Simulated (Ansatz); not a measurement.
## CsCl-type TlCl

All values below come from LDA+SOC (PAW; Ansatz, a quantum-chemistry and plane-wave program).

Numerical settings: plane-wave cutoff 520 eV, 10×10×10 k mesh, Fermi–Dirac smearing 0.01 eV, PAW data made under PBE.

Cell: measured lattice: a = 3.842 Å, b = 3.842 Å, c = 3.842 Å, α = 90.00°, β = 90.00°, γ = 90.00°.

```yaml
band_gap: 1.43 eV (indirect)
smallest_direct_gap_on_the_k_points_sampled: 1.71 eV
direct gap at Γ: 7.52 eV
```

Note: cell and atoms aren't relaxed at this level (pressure -3.5 GPa).

The computed numbers hold no vibrational or temperature effects.
